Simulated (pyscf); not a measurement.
Optimised with ωB97X-D3(BJ)/def2-SVP in PySCF.

Question: For H₂N–InH₂ → H₂N–In [singlet] + hydrogen (H₂), a 1,1-elimination (singlet surface; H–In, H–In broken, H–H formed), PBE/def2-TZVP gives ΔE‡ = 2.28 eV and ΔE = -0.31 eV (zero: the reactant's lowest minimum found). In which direction and how far do B3LYP-D3(BJ)/def2-TZVP, PBE0-D3(BJ)/def2-TZVP, ωB97M-D3(BJ)/def2-TZVP move these?

Answer: B3LYP-D3(BJ): ΔE‡ = 2.51 eV, ΔE = -0.40 eV; PBE0-D3(BJ): ΔE‡ = 2.56 eV, ΔE = -0.15 eV; ωB97M-D3(BJ): ΔE‡ = 2.78 eV, ΔE = -0.15 eV. PBE's barrier lies under all of them, by 0.24 to 0.51 eV. Its reaction energy lies among theirs. Low barriers are usual for a GGA, whose delocalisation error favours stretched bonds. The same reactants have a lower exit, to NH₃ + InH [singlet] (barrier +2.33 eV at ωB97M-D3(BJ)/def2-TZVP, against +2.78 eV here). One saddle was located; it need not be the lowest between these sides. Elements past Kr carry the def2 core potentials, without spin-orbit coupling.
